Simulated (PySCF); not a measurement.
C₂H₅NO (charge -1 and doublet state).
SMILES with atom numbers: `[CH3:1][C:2]([NH2:3])[O-:4]` (hydrogens: H5, H6, H7 on C1; H8, H9 on N3)

Cartesian coordinates in Å at the GFN2-xTB level; atoms count from 1:
```
atom  x, y, z in Å
C1    -1.1186   -0.0230    0.0065
C2     0.2810   -0.5355   -0.2961
N3     1.2484    0.0809    0.6481
O4     0.6594   -0.7609   -1.5254
H5    -1.8409   -0.5283   -0.6357
H6    -1.3775   -0.2158    1.0530
H7    -1.2343    1.0714   -0.1573
H8     2.1718   -0.1949    0.3157
H9     1.2241    1.1121    0.5662
```

The hyperfine couplings belong to this conformer and change with its torsions.

Theory: PySCF 2.14.0, UKS B3LYP, pcH-1 on C H N O, non-relativistic, mean-field spin-orbit, GIAO. Whether the extra electron is bound in the gas phase wasn't checked; a finite basis holds it in any case. The geometry wasn't refined by DFT: couplings that depend on bond lengths, twists or pyramidal angles can differ widely from those at the functional's own minimum, by a factor of two or more for some ions and for spin on atoms past the first row. No stability test was run, so a lower SCF solution isn't excluded.

(1) Give the principal g shifts and their parts.

(2) At 9.389 GHz, how far is the centre of the isotropic spectrum from where a free electron (g = 2.002319) resonates?

(3) What are the electron Larmor frequencies g μB B/h along the three axes at 330 mT?

(4) In a frozen sample, at which fields do the three g values resonate at 9.5, 34, 94 and 263 GHz (hyperfine left aside), and which band first spreads them over more than twice a line width of 1.0 mT?

## Answers

(1) 
| Δg (ppm) | 1 | 2 | 3 |
| --- | --- | --- | --- |
| relativistic mass correction | -196 | -196 | -196 |
| gauge correction | 10 | 29 | 35 |
| orbital Zeeman/spin–orbit | -98 | 1930 | 2249 |
| total | -284 | 1764 | 2088 |

So g = 2.00204, 2.00408, 2.00441 and g_iso = 2.00351; the tensor is close to axial: the two nearest values differ by 14 % of g3 − g1. Axes: g1 points within 7° of the C1–H7 bond and g3 points within 11° of the C2–N3 bond.

(2) B = hν/(g μB) with μB/h = 13.99624 MHz/mT gives 335.02 mT for the free electron and 334.82 mT at g_iso, 0.20 mT lower.

(3) 9.2469, 9.2564, 9.2579 GHz for g1, g2 and g3, a range of 11.0 MHz.

(4) 
```
band    GHz  B(g3) mT  B(g2) mT  B(g1) mT  spread mT
   X    9.5    338.63    338.69    339.03       0.40
   Q   34.0   1211.94   1212.14   1213.38       1.44
   W   94.0   3350.66   3351.20   3354.63       3.97
   J  263.0   9374.72   9376.24   9385.82      11.11
```

The spread grows in proportion to the frequency. W band is the first where it exceeds 2.0 mT.

The largest Mulliken spin populations are on C2 (+0.53), O4 (+0.26), H7 (+0.15) and H9 (+0.13). The angles at C2 add up to 349.0°, so it is slightly pyramidal.

The HOMO–LUMO gaps are 3.27 eV among the α and 5.32 eV among the β orbitals.

Time: 12 s wall (with the writing of density and orbital grids); peak memory 0.53 GiB. Hardware: one thread, Arm Neoverse V1 (aarch64), on a shared host.
